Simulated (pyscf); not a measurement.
One insertion on the singlet surface with elements of a group swapped. CCSD(T)/def2-TZVPP + ΔMP2(QZVPP), kcal/mol, from the separated reactants. Single points on ωB97X-D3(BJ)/def2-SVP structures (PySCF, gas phase). Correlated levels are frozen-core, on RHF or UHF. ΔMP2 is the change of the MP2 total energy from the triple- to the quadruple-zeta basis.

| step | barrier | reaction energy | imaginary mode (i cm⁻¹) |
|---|---|---|---|
| `[B][F]` [singlet] + `[CH4]` → `[CH3][BH][F]` | ? | ? | 1658 |
| `[B][Cl]` [singlet] + `[CH4]` → `[CH3][BH][Cl]` | 38.9 | -62.1 | 1428 |

Task: What belongs in the gaps?

Result: 
- `[B][F]` [singlet] + `[CH4]` → `[CH3][BH][F]`, barrier: 55.3
- `[B][F]` [singlet] + `[CH4]` → `[CH3][BH][F]`, reaction energy: -48.5

Each row is the saddle that its search found. The CCSD(T) − MP2 part came from Ansatz, without density fitting, on the same reference.
